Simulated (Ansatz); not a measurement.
# CH₄OSi: vertical ionisation energy

The task here is to estimate one member of a computed series from the others.

Program: Ansatz 0.2.0, Gaussian basis. Level of theory: unrestricted cation, the program's frozen cores in correlated methods. These are calculated values, not measurements.

The runs, in order: UKS PBE-D4/def2-TZVPP; UKS r2SCAN-D4/def2-TZVPP; UKS PBE0-D4/def2-TZVPP; UKS B3LYP-D4/def2-TZVPP; UKS wB97X-V/def2-TZVPP; UKS wB97M-V/def2-TZVPP; UKS B2PLYP/def2-TZVPP; UHF-CCSD(T)/def2-TZVPP; UHF-CCSD(T)/def2-QZVPP; extrapolation to the limit; then −ε(HOMO) from the neutral's earlier runs with LDA (SPW92), PBE-D4, revPBE-D4, BLYP-D4, r2SCAN-D4, B97M-V, PBE0-D4, B3LYP-D4, r2SCANh-D4, r2SCAN0-D4, HSE06-D4, BHLYP-D4, CAM-B3LYP-D4, LC-ωPBE, ωB97X-V, ωB97M-V.

### The relaxed structure

An earlier PBE0-D4 in a triple-zeta def2 set relaxation fixed the geometry.

7 atoms, charge 0, spin multiplicity 1.

Atoms are counted from 1 here; the program's logs count them from 0.

Bond lengths: C1–Si2 1.905 Å, C1–H4 1.098 Å, C1–H5 1.093 Å, C1–H6 1.098 Å, Si2–O3 1.656 Å, O3–H7 0.962 Å. Angles: Si2–C1–H4 110.4°, Si2–C1–H5 112.5°, Si2–C1–H6 110.4°, H4–C1–H5 108.0°, H4–C1–H6 107.3°, H5–C1–H6 108.0°, C1–Si2–O3 100.5°, Si2–O3–H7 119.1°.

Geometry (Å):

```xyz
7
charge 0, multiplicity 1
C    -0.62598    0.46999   -0.27708
Si    1.20038    0.14742   -0.71424
O     1.58523   -0.99185    0.42413
H    -1.20725   -0.45810   -0.35247
H    -1.08816    1.21257   -0.93171
H    -0.71364    0.82791    0.75693
H     0.91082   -1.27595    1.04883
```

Set-up of the first run:

The input, in.yaml:

```yaml
crystal:
  periodic: [false, false, false]
  atoms:
    - {symbol: C, position_ang: [-0.625983, 0.469993, -0.277078]}
    - {symbol: Si, position_ang: [1.200384, 0.147423, -0.714238]}
    - {symbol: O, position_ang: [1.585233, -0.991848, 0.424126]}
    - {symbol: H, position_ang: [-1.207255, -0.458097, -0.352475]}
    - {symbol: H, position_ang: [-1.088160, 1.212574, -0.931706]}
    - {symbol: H, position_ang: [-0.713643, 0.827909, 0.756934]}
    - {symbol: H, position_ang: [0.910824, -1.275954, 1.048834]}
basis:
  gaussian: {orbitals: def2-TZVPP}
total_charge: 1
magnetization: {spin_polarized: true, initial_magnetization: 1}
hamiltonian: {xc: pbe, dispersion: d4}
```

Launch:

```console
ansatz run in.yaml --threads 2 --pin off --events-out ev --progress --plain --max-ram 32768MiB --backend cpu
```

Steps of the session up to this table: Cation, UKS PBE-D4/def2-TZVPP; Cation, UKS r2SCAN-D4/def2-TZVPP; Cation, UKS PBE0-D4/def2-TZVPP; Cation, UKS B3LYP-D4/def2-TZVPP; Cation, UKS wB97X-V/def2-TZVPP; Cation, UKS wB97M-V/def2-TZVPP; Cation, UKS B2PLYP (frozen core)/def2-TZVPP; Cation, UHF-CCSD(T)/def2-TZVPP; Cation, UHF-CCSD(T)/def2-QZVPP.

One table of the session follows, with a row left open; its other results are not shown here.

Orbital estimates, from the neutral's runs:

| functional | −ε(HOMO) (eV) |
| --- | --- |
| LDA (SPW92) | 5.34 |
| PBE-D4 | 5.26 |
| revPBE-D4 | ? |
| BLYP-D4 | 5.15 |
| r2SCAN-D4 | 5.44 |
| B97M-V | 5.52 |
| PBE0-D4 | 6.32 |
| B3LYP-D4 | 6.16 |
| r2SCANh-D4 | 5.84 |
| r2SCAN0-D4 | 6.44 |
| HSE06-D4 | 5.92 |
| BHLYP-D4 | 7.30 |
| CAM-B3LYP-D4 | 7.62 |
| LC-ωPBE | 8.90 |
| ωB97X-V | 8.58 |
| ωB97M-V | 8.42 |

Estimate the missing values for revPBE-D4.

**Answer.** −ε(HOMO) (eV): 5.22. In the column «−ε(HOMO) (eV)» it lies between BLYP-D4 (5.15) and PBE-D4 (5.26).
